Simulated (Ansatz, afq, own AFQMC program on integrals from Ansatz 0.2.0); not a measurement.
# Br, doublet: AFQMC among the cluster methods

A free Br atom.

Basis cc-pVQZ. Only valence electrons are correlated. AFQMC by an in-house program on the Cholesky factors that Ansatz 0.2.0 writes for its CCSD(T) run. The CISD trial takes its coefficients from CCSD amplitudes. Released means that phaseless walkers are propagated on without the constraint, phases kept. Free AFQMC starts from the CCSD state and is never constrained. Its projection time is finite, and what remains of the start isn't in its error. ± is one standard error of the sampling. No spin–orbit coupling.

Determinant: UHF, the one that the program's search chose, which needn't be the lowest solution.

No full CI on the walks' own integrals is used here; CCSDT(Q) serves as the reference and is uncertain by about the last step of the cluster series.

Cautions: no relativity below Rb; no spin-orbit coupling; inner d shell frozen; the released energies move by 1.5 errors or more from one time to the next, so no released level is given (meV from the phaseless value at times in 1/Eh: -3.8 ± 2.2 at 0.24, -2.7 ± 1.4 at 0.51, -6.2 ± 1.5 at 0.99, -4.7 ± 1.1 at 1.62, -9.7 ± 1.9 at 2.40), though the last usable value meets CCSDT(Q) within the noise.

The T1 diagnostic is 0.0068 and the weight of the determinant in the CISD state is 0.932. The ⟨S²⟩ of the determinant is 0.760 and the size of the correlated space is 7 electrons in 54 orbitals.

```csv
level,correlation energy (eV)
MP2,-4.0573
CCSD,-4.5759
CCSD(T),-4.7329
```

Estimate where phaseless AFQMC with a CISD trial lies against CCSD(T) on the same integrals.

14.7 ± 1.7 meV below CCSD(T).

Reference: CCSDT(Q), correlation energy -4.754 eV.

| level | E − E(reference) (meV) | share of correlation (%) |
| --- | --- | --- |
| CCSD(T) | 21.2 | 99.55 |
| CCSDT | 4.7 | 99.90 |
| ph-AFQMC/HF | 75.1 ± 11.9 | 98.42 |
| ph-AFQMC/CISD | 6.5 ± 1.7 | 99.86 |
| free AFQMC | 1.7 ± 2.7 | 99.96 |

Free projections are given only where their last times agree within the noise and don't stop above the reference; a slow remainder of the start can still hide under it. A walk keeps the symmetry of its determinant, which the program's search chose and which needn't be the lowest solution, so a lower state of the same spin and another symmetry isn't excluded.
